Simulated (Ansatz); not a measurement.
Saddle point of CH$_{6}$AlN, closed shell (CH₆AlN ([CH3][NH][AlH2]) → CH₅N ([CH3][NH2]) + AlH (still joined by a long Al–N bond); bonds formed: N2–H4; bonds broken: Al1–H4; bonds weakened to dative contacts: Al1–N2), PBE0-D4/def2-TZVP structure:

Al1  (-1.853, 0.034, -0.408)
N2  (-0.125, 0.072, 0.397)
C3  (1.135, 0.029, -0.324)
H4  (-0.718, -1.174, -0.117)
H5  (-2.849, 0.728, 0.657)
H6  (0.028, 0.253, 1.388)
H7  (1.863, -0.635, 0.151)
H8  (1.578, 1.025, -0.403)
H9  (0.941, -0.331, -1.340)
(Å)

Energies are electronic, without zero-point energy. Barriers and step energies count from the start structure reached by relaxing down the imaginary mode; all methods use the PBE0-D4 structures, on which another method's saddle can fall below an end. Ansatz 0.2.0; basis: def2-TZVPP, with def2-QZVPP for the basis limit; cores frozen in the correlated methods. B3LYP uses VWN-RPA correlation. Extrapolation: Hartree–Fock as exp(−7.88 √X), correlation as X^−2.97.

| method | barrier (eV) | step energy (eV) |
| --- | --- | --- |
| SPW92 | ? | 1.315 |
| PBE-D4 | 2.642 | 1.308 |
| BLYP-D4 | 2.775 | 1.375 |
| r2SCAN-D4 | 2.899 | 1.536 |
| B97M-V | 3.023 | 1.510 |
| PBE0-D4 | 2.947 | 1.349 |
| B3LYP-D4 | 3.018 | 1.415 |
| r2SCAN0-D4 | 3.110 | 1.507 |
| BHLYP-D4 | ? | 1.462 |
| CAM-B3LYP-D4 | 3.202 | 1.495 |
| wB97X-V | ? | 1.515 |
| wB97M-V | 3.132 | 1.394 |
| B2PLYP | 3.081 | 1.483 |
| PBE-QIDH | 3.167 | 1.463 |
| RPA on PBE | 2.921 | 1.305 |
| HF | 3.947 | 1.486 |
| MP2 | 3.125 | 1.548 |
| CCSD | 3.215 | 1.380 |
| CCSD(T) | 3.035 | 1.380 |

**Question.** Fill in the withheld barriers. (To be estimated.)

**Answer.** By the calculation: BHLYP-D4 3.380; SPW92 2.493; wB97X-V 3.263 eV. Each is the energy of the saddle less that of the start structure, by the same method.

For comparison, the barrier by CCSD(T) at an estimated basis limit (MP2 extrapolated from triple and quadruple zeta, plus CCSD(T) − MP2 in triple zeta) is 3.041 eV.

The T1 diagnostic stays at or below 0.017. The restricted Hartree–Fock reference is unstable towards an unrestricted one at one or more of these structures. A large double-excitation amplitude points to some diradical character; no triplet was computed.

Labels in which every atom is bracketed show which atoms are joined, not bond orders.

For scale, one of the runs: CCSD(T)/def2-TZVPP, 188 basis functions, launched by `ansatz run in.yaml --threads 2 --pin off --events-out ev --progress --plain --max-ram 4352MiB`. Hardware: 2 CPU threads of an Intel Xeon Platinum 8488C, shared host. Wall time 29 s; peak host memory 1.9 GiB.
